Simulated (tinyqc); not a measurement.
MP2 on RHF in the sto-3g basis, frozen core, for BH3, spin multiplicity 1, step by step (part 2 of 2). Computed by tinyqc, a small Python program that keeps every step (integrals from PySCF). Command: `OMP_NUM_THREADS=1 python tinyqc.py 28832 28833 out.jsonl` (the two numbers bound the seeds that draw the settings). One thread of a shared host (Intel(R) Xeon(R) Processor @ 2.60GHz), about 0.1 s of CPU time with the checks.

Geometry (angstrom):

| atom | x | y | z |
|---|---|---|---|
| B | 0.00000 | 0.00000 | 0.01000 |
| H | 1.11600 | 0.00000 | 0.00000 |
| H | -0.55800 | 0.96600 | 0.00000 |
| H | -0.55800 | -0.96600 | 0.00000 |

## Iteration 6 (converged): orbitals

converged F (hartree), lower triangle:
```
           1B 1s     1B 2s    1B 2px    1B 2py   1B 2pz     2H 1s     3H 1s     4H 1s
1B 1s   -7.40698
1B 2s   -2.17715  -1.13249
1B 2px   0.00001   0.00013  -0.24519
1B 2py   0.00000   0.00000   0.00000  -0.24522
1B 2pz  -0.00018   0.00340   0.00000   0.00000  0.23449
2H 1s   -0.65049  -0.62621  -0.40900   0.00000  0.00300  -0.45688
3H 1s   -0.65110  -0.62652   0.20463  -0.35424  0.00300  -0.19959  -0.45721
4H 1s   -0.65110  -0.62652   0.20463   0.35424  0.00300  -0.19959  -0.19981  -0.45721
```

X, lower triangle:
```
           1B 1s     1B 2s    1B 2px    1B 2py   1B 2pz     2H 1s     3H 1s    4H 1s
1B 1s    1.03365
1B 2s   -0.18610   1.54932
1B 2px   0.00001  -0.00028   1.25464
1B 2py   0.00000   0.00000   0.00000   1.25466
1B 2pz   0.00039  -0.00454   0.00000   0.00000  1.00004
2H 1s    0.02791  -0.40488  -0.41287   0.00000  0.00354   1.34000
3H 1s    0.02791  -0.40528   0.20667  -0.35774  0.00355  -0.02173   1.34041
4H 1s    0.02791  -0.40528   0.20667   0.35774  0.00355  -0.02173  -0.02168  1.34041
```

Diagonalise F' = X^T F X, C = X C', fill 4 alpha and 4 beta electrons from the bottom; D = 2 C_occ C_occ^T. Each column has its largest component positive (the first on a tie).

F' = X^T F X (hartree), lower triangle:
```
          1         2         3         4        5         6         7        8
1  -7.21059
2  -1.17666  -0.07646
3  -0.00002  -0.00016   0.18412
4   0.00000   0.00000   0.00000   0.18408
5   0.00000  -0.00256   0.00000   0.00000  0.23454
6  -0.10850  -0.44671  -0.53168   0.00000  0.00372   0.08858
7  -0.10873  -0.44700   0.26602  -0.46057  0.00373  -0.06142   0.08873
8  -0.10873  -0.44700   0.26602   0.46057  0.00373  -0.06142  -0.06141  0.08873
```

orbital energies (hartree): MO1 -7.41269, MO2 -0.69108, MO3 -0.48445, MO4 -0.48445, MO5 0.23448, MO6 0.78261, MO7 0.81863, MO8 0.81867

coefficients C:
```
             MO1       MO2       MO3       MO4       MO5       MO6       MO7       MO8
1B 1s    0.99075  -0.23239   0.00000  -0.00008  -0.00340  -0.26417   0.00243   0.00000
1B 2s    0.03879   0.53137   0.00000   0.00030   0.01568   1.62577  -0.01546   0.00000
1B 2px  -0.00001  -0.00021   0.00000   0.51316   0.00000   0.01117   1.25162   0.00000
1B 2py   0.00000   0.00000   0.51318   0.00000   0.00000   0.00000   0.00000   1.25171
1B 2pz  -0.00008  -0.00184   0.00000   0.00000   0.99989  -0.01885   0.00018   0.00000
2H 1s   -0.00675   0.28078   0.00000   0.50841  -0.00465  -0.81363  -1.06412   0.00000
3H 1s   -0.00675   0.28107   0.44022  -0.25402  -0.00465  -0.79923   0.54350  -0.92835
4H 1s   -0.00675   0.28107  -0.44022  -0.25402  -0.00465  -0.79923   0.54350   0.92835
```

D after iteration 6, lower triangle:
```
           1B 1s     1B 2s    1B 2px    1B 2py    1B 2pz     2H 1s     3H 1s    4H 1s
1B 1s    2.07119
1B 2s   -0.17011   0.56772
1B 2px   0.00000   0.00009   0.52666
1B 2py   0.00000   0.00000   0.00000   0.52671
1B 2pz   0.00070  -0.00196   0.00000   0.00000   0.00001
2H 1s   -0.14396   0.29818   0.52168   0.00000  -0.00103   0.67474
3H 1s   -0.14397   0.29802  -0.26082   0.45182  -0.00103  -0.10036   0.67472
4H 1s   -0.14397   0.29802  -0.26082  -0.45182  -0.00103  -0.10036  -0.10045  0.67472
```

Within a degenerate level the vectors are fixed only up to a rotation; this is one choice.

## Convergence

Stop when the energy changes by less than 1e-10 hartree and every element of the error matrix X^T (F D S - S D F) X is below 3e-06.

Course of the cycle:

| iteration | E (hartree) | change | largest element of the error matrix |
|---|---|---|---|
| 1 | -25.9837268 | - | 2.41e-01 |
| 2 | -26.0653177 | -8.16e-02 | 3.27e-02 |
| 3 | -26.0665408 | -1.22e-03 | 4.16e-03 |
| 4 | -26.0665759 | -3.51e-05 | 4.21e-04 |
| 5 | -26.0665763 | -3.63e-07 | 5.66e-06 |
| 6 | -26.0665763 | -7.03e-11 | 9.91e-08 |

PySCF RHF in the same basis = -26.0665763 hartree

Converged in 6 iterations.

## Populations, bond orders and dipole

overlap S, lower triangle:
```
          1B 1s    1B 2s    1B 2px    1B 2py    1B 2pz    2H 1s    3H 1s    4H 1s
1B 1s   1.00000
1B 2s   0.26933  1.00000
1B 2px  0.00000  0.00000   1.00000
1B 2py  0.00000  0.00000   0.00000   1.00000
1B 2pz  0.00000  0.00000   0.00000   0.00000   1.00000
2H 1s   0.07875  0.51464   0.51192   0.00000  -0.00459  1.00000
3H 1s   0.07882  0.51486  -0.25612   0.44339  -0.00459  0.13300  1.00000
4H 1s   0.07882  0.51486  -0.25612  -0.44339  -0.00459  0.13300  0.13316  1.00000
```

Mulliken: Z minus the diagonal of D S on the atom; Loewdin: the same with S^(1/2) D S^(1/2); Mayer order: 2 sum_s sum (D(s) S)_ij (D(s) S)_ji over the two atoms.

Charges (e):

| atom | Mulliken | Loewdin |
|---|---|---|
| 1B | 0.17169 | 0.14440 |
| 2H | -0.05722 | -0.04814 |
| 3H | -0.05723 | -0.04813 |
| 4H | -0.05723 | -0.04813 |

Mayer bond orders:

| pair | order |
|---|---|
| 2-1 | 0.99625 |
| 3-1 | 0.99625 |
| 3-2 | 0.00024 |
| 4-1 | 0.99625 |
| 4-2 | 0.00024 |
| 4-3 | 0.00024 |

dipole moment about the origin, x y z (debye): 0.00014  0.00000  0.03214

## Integrals over molecular orbitals

core Hamiltonian H = T + V (hartree), lower triangle:
```
            1B 1s     1B 2s    1B 2px    1B 2py    1B 2pz     2H 1s     3H 1s     4H 1s
1B 1s   -13.74390
1B 2s    -3.57053  -4.76844
1B 2px    0.00002   0.00015  -4.04139
1B 2py    0.00000   0.00000   0.00000  -4.04137
1B 2pz    0.00057   0.00473   0.00000   0.00000  -3.83883
2H 1s    -1.05380  -2.25591  -1.95583   0.00000   0.01862  -3.33853
3H 1s    -1.05481  -2.25717   0.97868  -1.69420   0.01863  -0.60531  -3.33943
4H 1s    -1.05481  -2.25717   0.97868   1.69420   0.01863  -0.60531  -0.60601  -3.33943
```

Given earlier and not repeated: Two-electron integrals (ij|kl) in chemists' order.

(pq|rs) = sum C_ip C_jq C_kr C_ls (ij|kl), one index at a time.

one-electron integrals over orbitals h = C^T H C (hartree), lower triangle:
```
           1         2         3         4         5         6         7         8
1  -13.72728
2    0.30941  -3.89305
3    0.00000   0.00000  -3.65470
4    0.00012   0.00016   0.00000  -3.65446
5    0.00505  -0.00164   0.00000   0.00000  -3.83871
6    0.30753  -0.58593   0.00000  -0.00595   0.00855  -2.96475
7   -0.00280   0.00562   0.00000  -0.61486  -0.00008  -0.00194  -3.16864
8    0.00000   0.00000  -0.61463   0.00000   0.00000   0.00000   0.00000  -3.16861
```

Two-electron integrals over orbitals (pq|rs), unique and non-zero (hartree); the lowest 1 orbital is frozen and left out:
```
(22|22) 0.45320     (32|32) 0.12357     (33|22) 0.45130     (33|33) 0.50504
(42|22) -0.00013    (42|33) -0.06257    (42|42) 0.12348     (43|32) -0.06253
(43|43) 0.04860     (44|22) 0.45118     (44|33) 0.40767     (44|42) 0.06262
(44|44) 0.50509     (52|22) -0.00055    (52|33) -0.00031    (52|42) -1.43e-08
(52|44) -0.00031    (52|52) 0.07036     (53|32) -0.00030    (53|43) 0.00031
(53|53) 0.01893     (54|22) 2.61e-07    (54|33) 0.00031     (54|42) -0.00030
(54|44) -0.00031    (54|52) 1.81e-05    (54|54) 0.01892     (55|22) 0.46948
(55|33) 0.44517     (55|42) -1.15e-05   (55|44) 0.44513     (55|52) 0.00238
(55|54) 1.55e-06    (55|55) 0.58679     (62|22) 0.03906     (62|33) 0.02095
(62|42) -1.87e-05   (62|44) 0.02049     (62|52) -0.00022    (62|54) 5.59e-06
(62|55) 0.10270     (62|62) 0.06814     (63|32) -0.04206    (63|43) 0.03909
(63|53) 0.00037     (63|63) 0.05665     (64|22) 0.00046     (64|33) 0.03983
(64|42) -0.04304    (64|44) -0.03928    (64|52) 9.56e-06    (64|54) 0.00037
(64|55) 0.00090     (64|62) 0.00102     (64|64) 0.05775     (65|22) -0.00109
(65|33) -0.00052    (65|42) 1.32e-05    (65|44) -0.00051    (65|52) 0.06736
(65|54) 0.00018     (65|55) 0.00043     (65|62) -0.00156    (65|64) -7.53e-06
(65|65) 0.07149     (66|22) 0.45101     (66|33) 0.45029     (66|42) 0.00200
(66|44) 0.45236     (66|52) -0.00193    (66|54) -8.02e-06   (66|55) 0.47101
(66|62) 0.02623     (66|64) -0.00060    (66|65) -0.00240    (66|66) 0.46968
(72|22) -0.00037    (72|33) 0.02593     (72|42) -0.00456    (72|44) -0.02634
(72|52) 1.30e-06    (72|54) 0.00060     (72|55) -0.00098    (72|62) -0.00022
(72|64) 0.04519     (72|65) 1.59e-05    (72|66) -0.00046    (72|72) 0.04862
(73|32) 0.05473     (73|43) -0.02390    (73|53) -0.00028    (73|63) -0.02974
(73|73) 0.03878     (74|22) 0.04419     (74|33) 0.05322     (74|42) -0.05392
(74|44) 0.00675     (74|52) 0.00105     (74|54) 0.00028     (74|55) 0.09237
(74|62) 0.06476     (74|64) 0.03005     (74|65) -0.00023    (74|66) 0.02552
(74|72) 0.00762     (74|74) 0.10318     (75|22) 8.66e-06    (75|33) -0.00065
(75|42) 0.00143     (75|44) 0.00066     (75|52) -0.00063    (75|54) 0.01623
(75|55) -4.42e-06   (75|62) 1.63e-05    (75|64) -0.00049    (75|65) -0.00048
(75|66) 4.53e-05    (75|72) 0.00020     (75|74) -0.00062    (75|75) 0.01969
(76|22) 4.25e-05    (76|33) -0.05688    (76|42) 0.10985     (76|44) 0.05726
(76|52) 2.06e-05    (76|54) -0.00040    (76|55) 0.00008     (76|62) 4.26e-05
(76|64) -0.04682    (76|65) 3.19e-05    (76|66) 0.00209     (76|72) -0.01163
(76|74) -0.05460    (76|75) 0.00128     (76|76) 0.11186     (77|22) 0.46822
(77|33) 0.43889     (77|42) 0.02459     (77|44) 0.50042     (77|52) 0.00033
(77|54) -0.00038    (77|55) 0.48241     (77|62) 0.04067     (77|64) -0.03569
(77|65) -0.00021    (77|66) 0.47737     (77|72) -0.03251    (77|74) 0.04131
(77|75) 0.00015     (77|76) 0.02686     (77|77) 0.53796     (82|32) -0.00463
(82|43) 0.02616     (82|53) 0.00060     (82|63) 0.04507     (82|73) -0.00907
(82|82) 0.04863     (83|22) 0.04407     (83|33) 0.00642     (83|42) 0.05434
(83|44) 0.05358     (83|52) 0.00105     (83|54) -0.00028    (83|55) 0.09235
(83|62) 0.06463     (83|64) -0.02925    (83|65) -0.00022    (83|66) 0.02751
(83|72) -0.00924    (83|74) 0.03253     (83|75) 0.00063     (83|76) 0.05548
(83|77) 0.06086     (83|83) 0.10373     (84|32) 0.05435     (84|43) -0.02354
(84|53) -0.00028    (84|63) -0.02925    (84|73) 0.03348     (84|82) -0.00864
(84|84) 0.03824     (85|32) 0.00143     (85|43) -0.00065    (85|53) 0.01623
(85|63) -0.00048    (85|73) 0.00063     (85|82) 0.00020     (85|84) 0.00063
(85|85) 0.01968     (86|32) 0.10941     (86|43) -0.05639    (86|53) -0.00039
(86|63) -0.04513    (86|73) 0.05547     (86|82) -0.01108    (86|84) 0.05505
(86|85) 0.00127     (86|86) 0.11083     (87|32) -0.02765    (87|43) 0.03232
(87|53) 0.00039     (87|63) 0.03726     (87|73) -0.01181    (87|82) 0.03245
(87|84) -0.01146    (87|85) -0.00018    (87|86) -0.02907    (87|87) 0.03482
(88|22) 0.46827     (88|33) 0.50148     (88|42) -0.02664    (88|44) 0.43780
(88|52) 0.00033     (88|54) 0.00038     (88|55) 0.48242     (88|62) 0.04124
(88|64) 0.03754     (88|65) -0.00021    (88|66) 0.47635     (88|72) 0.03194
(88|74) 0.06158     (88|75) -0.00017    (88|76) -0.02844    (88|77) 0.47092
(88|83) 0.03995     (88|88) 0.53899
```

## Second-order Moller-Plesset energy

Hartree-Fock energy = -26.0665763 hartree

E2 = sum_ijab (ia|jb) [2 (ia|jb) - (ib|ja)] / (e_i + e_j - e_a - e_b) over occupied i, j and virtual a, b; the opposite-spin part is (ia|jb)^2 / denominator, the rest is same-spin, and SCS-MP2 scales them by 6/5 and 1/3.

Terms (the 40 largest of 74):

| i | j | a | b | (ia\|jb) | (ib\|ja) | denominator | term |
|---|---|---|---|---|---|---|---|
| 3 | 3 | 8 | 8 | 0.10373 | 0.10373 | -2.60624 | -0.00413 |
| 4 | 4 | 7 | 7 | 0.10318 | 0.10318 | -2.60617 | -0.00408 |
| 2 | 2 | 5 | 5 | 0.07036 | 0.07036 | -1.85112 | -0.00267 |
| 4 | 2 | 7 | 6 | 0.06476 | 0.04519 | -2.77677 | -0.00197 |
| 2 | 4 | 6 | 7 | 0.06476 | 0.04519 | -2.77677 | -0.00197 |
| 2 | 3 | 6 | 8 | 0.06463 | 0.04507 | -2.77681 | -0.00196 |
| 3 | 2 | 8 | 6 | 0.06463 | 0.04507 | -2.77681 | -0.00196 |
| 2 | 2 | 6 | 6 | 0.06814 | 0.06814 | -2.94738 | -0.00158 |
| 4 | 4 | 6 | 6 | 0.05775 | 0.05775 | -2.53413 | -0.00132 |
| 3 | 3 | 6 | 6 | 0.05665 | 0.05665 | -2.53413 | -0.00127 |
| 2 | 2 | 8 | 8 | 0.04863 | 0.04863 | -3.01949 | -0.00078 |
| 2 | 2 | 7 | 7 | 0.04862 | 0.04862 | -3.01942 | -0.00078 |
| 3 | 3 | 7 | 7 | 0.03878 | 0.03878 | -2.60617 | -0.00058 |
| 4 | 4 | 8 | 8 | 0.03824 | 0.03824 | -2.60623 | -0.00056 |
| 3 | 4 | 7 | 8 | 0.03348 | 0.03253 | -2.60620 | -0.00044 |
| 4 | 3 | 8 | 7 | 0.03348 | 0.03253 | -2.60620 | -0.00044 |
| 2 | 4 | 7 | 6 | 0.04519 | 0.06476 | -2.77677 | -0.00042 |
| 4 | 2 | 6 | 7 | 0.04519 | 0.06476 | -2.77677 | -0.00042 |
| 2 | 3 | 8 | 6 | 0.04507 | 0.06463 | -2.77681 | -0.00041 |
| 3 | 2 | 6 | 8 | 0.04507 | 0.06463 | -2.77681 | -0.00041 |
| 4 | 3 | 7 | 8 | 0.03253 | 0.03348 | -2.60620 | -0.00039 |
| 3 | 4 | 8 | 7 | 0.03253 | 0.03348 | -2.60620 | -0.00039 |
| 4 | 4 | 6 | 7 | 0.03005 | 0.03005 | -2.57015 | -0.00035 |
| 4 | 4 | 7 | 6 | 0.03005 | 0.03005 | -2.57015 | -0.00035 |
| 3 | 3 | 7 | 6 | -0.02974 | -0.02974 | -2.57015 | -0.00034 |
| 3 | 3 | 6 | 7 | -0.02974 | -0.02974 | -2.57015 | -0.00034 |
| 3 | 4 | 8 | 6 | -0.02925 | -0.02925 | -2.57018 | -0.00033 |
| 4 | 3 | 6 | 8 | -0.02925 | -0.02925 | -2.57018 | -0.00033 |
| 4 | 3 | 8 | 6 | -0.02925 | -0.02925 | -2.57018 | -0.00033 |
| 3 | 4 | 6 | 8 | -0.02925 | -0.02925 | -2.57018 | -0.00033 |
| 3 | 3 | 5 | 5 | 0.01893 | 0.01893 | -1.43787 | -0.00025 |
| 4 | 4 | 5 | 5 | 0.01892 | 0.01892 | -1.43787 | -0.00025 |
| 2 | 3 | 7 | 8 | -0.00924 | -0.00907 | -2.81283 | -3.09e-05 |
| 3 | 2 | 8 | 7 | -0.00924 | -0.00907 | -2.81283 | -3.09e-05 |
| 2 | 3 | 8 | 7 | -0.00907 | -0.00924 | -2.81283 | -2.87e-05 |
| 3 | 2 | 7 | 8 | -0.00907 | -0.00924 | -2.81283 | -2.87e-05 |
| 2 | 4 | 8 | 8 | -0.00864 | -0.00864 | -2.81286 | -2.65e-05 |
| 4 | 2 | 8 | 8 | -0.00864 | -0.00864 | -2.81286 | -2.65e-05 |
| 4 | 2 | 7 | 7 | 0.00762 | 0.00762 | -2.81279 | -2.06e-05 |
| 2 | 4 | 7 | 7 | 0.00762 | 0.00762 | -2.81279 | -2.06e-05 |

Pair energies (hartree; pair i-j sums ij and ji):

| pair | opposite spin | same spin |
|---|---|---|
| 2-2 | -0.00582 | 0 |
| 3-2 | -0.00459 | -0.00028 |
| 3-3 | -0.00691 | 0 |
| 4-2 | -0.00459 | -0.00028 |
| 4-3 | -0.00300 | -6.97e-07 |
| 4-4 | -0.00691 | 0 |

MP2 correlation energy = -0.0323767 hartree

SCS-MP2 correlation energy = -0.0383730 hartree

MP2 total energy = -26.0989530 hartree
